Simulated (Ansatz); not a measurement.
Molecule: OF, charge 0, multiplicity 2. 
Coordinates optimised at B3LYP-D3(BJ)/def2-TZVP (Ansatz, a first-principles code):
SMILES: [O]F
```xyz
2

O      0.0000     0.0000    -0.7142
F      0.0000     0.0000     0.6348
```
Charge 0, spin multiplicity 2.

Quantity: atomisation energy (electronic, to ground-state atoms), in kcal/mol. Correlated levels leave the core frozen unless marked. UHF or UKS for open shells. No spin-orbit coupling. Non-relativistic. The coupled-cluster limit lacks core correlation, which all-electron functionals hold. CBS(X,Y): correlation extrapolated as X^-3; Hartree-Fock from the larger set (for Q and 5 zeta extrapolated as (X+1)exp(-9√X)).

```
level                                program  atomisation energy (kcal/mol)
----------------------------  --------------  -----------------------------
PBE0-D3(BJ)/def2-TZVPD        Ansatz + dftd3                           54.1
HSE06-D3(BJ)/def2-TZVPD       Ansatz + dftd3                           54.4
CAM-B3LYP-D4/def2-TZVPD       Ansatz + dftd4                           55.6
RPA@PBE/cc-pVQZ                       Ansatz                           44.4
RI-MP2/def2-TZVPP                     Ansatz                           49.6
SCS-MP2/def2-TZVPP                    Ansatz                           46.3
SCS-MP2/cc-pV5Z                       Ansatz                           50.3
CCSD/cc-pVDZ                          Ansatz                           33.9
CCSDT(Q)/cc-pVDZ                      Ansatz                           39.1
CCSD(T)/CBS(cc-pVQZ,cc-pV5Z)          Ansatz                           52.1
```
